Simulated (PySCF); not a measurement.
Isomers of C6H10, one GFN2-xTB conformer each. Single-point energies are computed at PBE0/pcSseg-1 (PySCF, gas phase, no added dispersion term), electronic only.

| SMILES | GFN2-xTB relative energy (kJ/mol) |
| --- | --- |
| C#C[C@@H](C)CC | 70.9 |
| CC1=C(C)CC1 | 0.0 |

Conformers: `[CH:1]#[C:2][C@@H:3]([CH3:4])[CH2:5][CH3:6]` with C2–C3–C5–C6 64°.

What does PBE0/pcSseg-1 give for the same structures?

| SMILES | PBE0/pcSseg-1 E (Eh) | PBE0/pcSseg-1 (kJ/mol) | GFN2-xTB (kJ/mol) | point group |
| --- | --- | --- | --- | --- |
| CC1=C(C)CC1 | -234.29650 | 0.0 | 0.0 | near C2v |
| C#C[C@@H](C)CC | -234.26863 | 73.2 | 70.9 | C1 |

Both levels put the same isomer lowest. As drawn, the lower has a four-membered ring and a C=C bond outside aromatic rings, which the higher lacks; the higher has a C≡C bond, which the lower lacks.

Which frontier levels, dipoles and rotational constants go with these structures?

| SMILES | HOMO (eV, PBE0/pcSseg-1) | LUMO (eV) | dipole (D) | A, B, C (MHz) |
| --- | --- | --- | --- | --- |
| CC1=C(C)CC1 | -6.46 | 1.04 | 0.31 | 4535, 3713, 2151 |
| C#C[C@@H](C)CC | -7.69 | 1.12 | 0.70 | 4089, 3117, 1922 |
